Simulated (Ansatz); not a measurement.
# C2F2S: the cost of one run

Program: Ansatz 0.2.0, Gaussian basis. Level of theory: the settings change from run to run. These are calculated values, not measurements.

## Step 1: The relaxed structure

The structure was relaxed beforehand with PBE0-D4 in a triple-zeta def2 set.

SMILES `FC1=C(F)S1`, 5 atoms, charge 0, spin multiplicity 1.

Atoms are counted from 1 here; the program's logs count them from 0.

Bond lengths: F1–C2 1.291 Å, C2–C3 1.271 Å, C2–S5 1.828 Å, C3–F4 1.291 Å, C3–S5 1.828 Å. Angles: F1–C2–C3 151.9°, F1–C2–S5 138.5°, C3–C2–S5 69.7°, C2–C3–F4 151.9°, C2–C3–S5 69.7°, F4–C3–S5 138.5°, C2–S5–C3 40.7°.

Geometry (Å):

```mol
C2F2S
  3D, bonds by distance, orders not assigned

  5  5  0  0  0  0  0  0  0  0999 V2000
    0.4386   -0.1440    1.8486 F   0  0
    0.1838    0.0822    0.6032 C   0  0
   -0.1900   -0.2962   -0.5508 C   0  0
   -0.6052   -1.2006   -1.3735 F   0  0
    0.2228    1.4849   -0.5689 S   0  0
  1  2  8  0
  2  3  8  0
  3  4  8  0
  3  5  8  0
  2  5  8  0
M  END
```

## Step 2: B2GP-PLYP/pcseg-2

This run has coordinates scaled by 1.25, a point charge of 1.00 e beside it.

The input, in.yaml:

```yaml
crystal:
  periodic: [false, false, false]
  atoms:
    - {symbol: F, position_ang: [0.548212, -0.180017, 2.310808]}
    - {symbol: C, position_ang: [0.229770, 0.102787, 0.754019]}
    - {symbol: C, position_ang: [-0.237536, -0.370246, -0.688507]}
    - {symbol: F, position_ang: [-0.756536, -1.500753, -1.716886]}
    - {symbol: S, position_ang: [0.278466, 1.856106, -0.711184]}
basis:
  gaussian: {orbitals: pcseg-2, point_charges: [{charge: 1.00, position_ang: [3.592, -0.148, -0.900]}]}
hamiltonian: {xc: {name: B2GP-PLYP}}
```

Command:

```bash
$ ansatz run in.yaml --threads 2 --pin off --events-out ev --progress --plain --max-ram 4352MiB
```

**Question.** How long does this run take on 2 threads of Arm Neoverse V1, shared host, and how much memory does it need?

About 4.6 s, with a peak of 0.27 GiB.
